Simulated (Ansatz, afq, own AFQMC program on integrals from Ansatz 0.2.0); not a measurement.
Where AFQMC and coupled cluster stand for AlBH$_{2}$, triplet

```xyz
4

B     0.0000    0.0000    1.1162
Al    0.0000    0.0000   -4.3828
H     0.0000    1.0776    1.6333
H     0.0000   -1.0776    1.6333
```

Connectivity, by distances: BH2 ··· Al.

Basis cc-pVDZ. Only valence electrons are correlated. AFQMC by an in-house program on the Cholesky factors that Ansatz 0.2.0 writes for its CCSD(T) run. The CISD trial takes its coefficients from CCSD amplitudes. Released means that phaseless walkers are propagated on without the constraint, phases kept. Error bars are statistical, one sigma.

Determinant: UHF, the one that the program's search chose, which needn't be the lowest solution. The geometry is a point of a scan.

No full CI on the walks' own integrals is used here; CCSDT(Q) serves as the reference and is uncertain by about the last step of the cluster series.

Cautions: lower spins were not checked.

- T1 diagnostic: 0.0109
- weight of the determinant in the CISD state: 0.892
- ⟨S²⟩ of the determinant: 2.018
- size of the correlated space: 8 electrons in 36 orbitals

Reference: CCSDT(Q), correlation energy -3.703 eV. The released energy is read at 2.40 1/Eh (meV from the phaseless value at times in 1/Eh: -4 ± 7 at 0.24, -8 ± 6 at 0.51, -7 ± 6 at 0.99, -11 ± 7 at 1.62, -23 ± 8 at 2.40).

```
         level  E − E(reference) (kJ/mol)  share of correlation (%)
            HF                      357.3                      0.00
           MP2                      102.3                     71.37
          CCSD                        6.9                     98.07
       CCSD(T)                        2.0                     99.44
         CCSDT                        0.1                     99.99
 ph-AFQMC/CISD                  1.8 ± 0.5                     99.49
released AFQMC                 -0.4 ± 0.8                    100.13
```

A walk keeps the symmetry of its determinant, which the program's search chose and which needn't be the lowest solution, so a lower state of the same spin and another symmetry isn't excluded. Released energies are given only where the last usable release times agree within the noise; a slower fall can still hide under it.
